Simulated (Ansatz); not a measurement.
A calculation with Ansatz (development build ahead of 0.2.0).

```yaml
crystal:
  periodic: [false, false, false]
  atoms:
    - { symbol: Si, position_ang: [-0.13922, -0.11389, -0.56081] }
    - { symbol: O, position_ang: [-0.06603, 0.05737, 1.08697] }
basis:
  gaussian: { orbitals: "6-31G" }
hamiltonian:
  xc: hf
correlation:
  method: mp2
  frozen_orbitals: { O: 1, Si: 5 }
```

The input is written out in the form of the current development build from the run's settings.

Results

| Item | Value |
| --- | --- |
| Converged | yes |
| Reference energy | -363.69348 hartree |
| Correlation energy | -0.21918 hartree |
| Total energy | -363.91265 hartree |
| Spin squared of the determinant | 0.000 |
